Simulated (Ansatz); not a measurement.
Write a Python script for Ansatz 0.2.0 through its Python package that makes an active-space calculation of ClF. Use (for the species named): Hartree-Fock, def2-SVP basis, multiplicity 1.

```xyz
2

Cl    0.0000    0.0000    0.0000
F     0.0000    0.0000    1.5850
```

`clf_cas.py`
```python
# -*- coding: utf-8 -*-
"""Active-space calculation on ClF."""

from dataclasses import dataclass
import warnings

import ansatz as az
from ase import Atoms


@dataclass(frozen=True)
class RunConfig:
    basis_set: str = "def2-SVP"


cfg = RunConfig()


def main():
    warnings.simplefilter("ignore", az.DeckWarning)

    atoms = Atoms(["Cl", "F"], positions=[
        (0.0, 0.0, 0.0),
        (0.0, 0.0, 1.585),
    ])
    molecule = az.Crystal.molecule_from_ase(atoms)

    calculation = molecule.calculation()
    calculation = calculation.basis(gaussian=cfg.basis_set)
    calculation = calculation.correlation(active_electrons=6, active_orbitals=6)
    for method in [None, "sc_nevpt2"]:
        data = (calculation if method is None else calculation.correlation(method)).run(threads=1).report
        space = data["configurations"]
        state = space["states"][0]
        print(method or "casscf", f"total {data['free_energy_ev'] / 27.211386246:.6f} Ha, active-space state {state['energy']['hartree']:.6f} Ha, mean field {data['reference_energy_ev'] / 27.211386246:.6f} Ha")
        print("  determinants", state["n_determinants"], " natural occupations", [round(n, 3) for n in space["natural_occupations"]])


if __name__ == "__main__":
    main()
```

```console
$ python clf_cas.py
casscf total -558.703992 Ha, active-space state -558.703992 Ha, mean field -558.606049 Ha
  determinants 400  natural occupations [1.985, 1.985, 1.964, 0.038, 0.014, 0.014]
sc_nevpt2 total -558.911226 Ha, active-space state -558.703987 Ha, mean field -558.606049 Ha
  determinants 112  natural occupations [1.985, 1.985, 1.964, 0.038, 0.014, 0.014]
```

Caveats:
- Total energies depend on the basis set; only differences at equal settings carry meaning.
- The geometry is a force-field or estimated start, not a minimum of this method, and the basis set is short of its limit. The active space starts as a window about the frontier orbitals and is then optimised, not chosen by chemistry.
- The spin state was assumed, and another may lie lower.
- Run time: 5.8 s on 1 thread of Intel(R) Xeon(R) Platinum 8259CL CPU @ 2.50GHz (Skylake/Cascade Lake), on a shared host, peak memory 0.17 GiB.
